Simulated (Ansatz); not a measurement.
**Structure relaxation of Mg₂C₃**

Computed with DFT PBE, scalar-relativistic, plane waves, PAW in Ansatz. Cutoff 420 eV, Γ-centred k mesh, Gaussian smearing, no spin polarisation in the final step.

A relaxed cell is given with its space group left out.

```
Mg C
1.0
     2.40850   -2.34753    0.00000
     2.40850    2.34753    0.00000
    -1.26115    0.00000    4.88100
Mg C
2 3
Direct
  0.80939 0.80939 0.19754
  0.19061 0.19061 0.80246
  0.30289 0.30289 0.26202
  0.69711 0.69711 0.73798
  0.50000 0.50000 0.50000
```

Formation energies are uncorrected and refer to the elements' standard structures at the same level.

Q: What space group does it have?

A: C2/m (No. 12). Conventional cell: a = 4.817 Å, b = 4.695 Å, c = 5.041 Å, β = 104.5°. Mg is coordinated by 5 C at 2.24–2.38 Å and 1 C at 2.54 Å (next C at 2.82 Å); C on Wyckoff site i (2 atoms of the primitive cell) is coordinated by 1 C at 1.33 Å; C on Wyckoff site d (1 atom of the primitive cell) is coordinated by 2 C at 1.33 Å.

Q: How far does it lie from the elements in energy?

A: 0.219 eV/atom.

Q: Is it a metal?

A: No, the gap on the 8×8×6 mesh is 1.62 eV.

The final run used a 8×8×6 mesh on its 5-atom cell and 0.02 eV smearing.

Cost: 3 runs of about 1.2 core-minutes in all, on Intel Xeon Platinum 8375C (Ice Lake) (shared hosts).